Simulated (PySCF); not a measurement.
# How methods differ on the electron affinity of Al

Al- [Ne] 3s2 3p2 (3P) → Al [Ne] 3s2 3p1 (2P), as a difference of total energies. Computed with PySCF 2.14 in dyall-acv3z, with no relativity, point nucleus. Correlated levels: valence: [Ne] frozen; virtual orbitals above 40 to 60 times the deepest correlated orbital energy dropped. The calculations carry no spin-orbit coupling.

| method | electron affinity (eV) |
| --- | --- |
| UHF | 0.013 |
| MP2 (valence) | 0.363 |
| SCS-MP2 (valence) | 0.262 |
| CCSD (valence) | 0.373 |
| CCSD(T) (valence) | 0.425 |

Q: How much does correlation contribute at CCSD(T) (valence)?

A: 0.425 − (0.013) = 0.412 eV, measured against UHF.

Errors of the correlated levels include the incompleteness of this basis and the frozen core.

For comparison: 0.433 eV (measured; photodetachment measurements, as compiled on the Wikipedia data page of electron affinities).
